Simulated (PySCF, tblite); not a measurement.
**C₂H₄FN, a complex of two parts: NMR shifts, interaction energy, infrared bands, spin-spin couplings and core binding energies**

The task here is to estimate one member of a computed series from the others.

Programs: tblite 0.8.0 and PySCF 2.14.0. All values are calculated, for the isolated system unless a continuum is named. Atoms count from 0, parts from 1.

## Starting point

8 atoms, charge 0, multiplicity 1; geometry: rigid parts in contact. Parts: 1 = atoms 0–4, `CF`, charge 0; 2 = atoms 5–7, `C#N`, charge 0.

Set-up of the first run:

What the job is given:

```
{"job": {"kind": "dock", "xc": "GFN2-xTB", "basis": "xTB"}, "charge": 0, "multiplicity": 1, "parts": [{"atoms": "0-4", "charge": 0, "multiplicity": 1}, {"atoms": "5-7", "charge": 0, "multiplicity": 1}]}
C     -0.069065     0.005577    -0.008757
F      1.280132    -0.102526     0.161958
H     -0.536547    -0.004171     0.976467
H     -0.270735     0.945080    -0.524508
H     -0.403785    -0.843960    -0.605160
C     -0.748866     3.065063     0.581980
N     -0.469117     3.210570    -0.511053
H     -1.008743     2.929528     1.598881
```

With the program's defaults for keys left out, this is: GFN2-xTB search for minima from random contacts, gas phase.

Run with:

```bash
OMP_NUM_THREADS=1 python cluster_run.py task.json out
```

One launch serves the whole session: the jobs run in the order shown.

Among the steps run: Bringing the parts together with GFN2-xTB; Optimising the geometry at PBE0-D3(BJ)/def2-TZVPD; NMR shieldings: PBE0/pcSseg-2; Coupled-cluster interaction energy: CCSD(T) and MP2.

One of the session's tables, all rows but one given; the rest of the session is left out.

It belongs to the step «Coupled-cluster interaction energy: CCSD(T) and MP2». 

```
                 method  interaction energy (kcal/mol)
         HF/aug-cc-pVDZ                          -2.99
        MP2/aug-cc-pVDZ                          -3.17
       CCSD/aug-cc-pVDZ                          -3.06
    CCSD(T)/aug-cc-pVDZ                          -3.16
         HF/aug-cc-pVQZ                          -2.99
        MP2/aug-cc-pVQZ                          -3.51
    SCS-MP2/aug-cc-pVQZ                          -3.17
      MP2, extrapolated                              ?
CCSD(T), limit estimate                          -3.57
```

**Question.** Estimate the row for MP2, extrapolated.

As computed: interaction energy (kcal/mol): -3.58. In the column «interaction energy (kcal/mol)» it is the lowest.
